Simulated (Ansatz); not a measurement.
Basis-set series for `[AlH3-][PH3+]`. The species carries charge 0 and has multiplicity 1. The structure was optimised at the PBE0-D4/def2-TZVP level.

| functional | basis | functions | energy (Eh) | HOMO (eV) | LUMO (eV) |
| --- | --- | --- | --- | --- | --- |
| PBE0-D4 | def2-SVP | 66 | -586.91976 | -7.76 | 0.07 |
| PBE0-D4 | def2-TZVPP | 168 | -587.12683 | -7.83 | -0.27 |
| ωB97M-V | def2-SVP | 66 | -587.10017 | -9.95 | 1.83 |
| ωB97M-V | def2-TZVPP | 168 | -587.31013 | -10.07 | 1.40 |

(1) Give the rows for def2-QZVPP. (An estimate is asked.)

Answers

(1) Computed: 
```tsv
functional	basis	functions	energy (Eh)	HOMO (eV)	LUMO (eV)
PBE0-D4	def2-QZVPP	320	-587.14575	-7.83	-0.37
ωB97M-V	def2-QZVPP	320	-587.32848	-10.08	0.81
```

Positive LUMOs are unbound and depend on the basis.
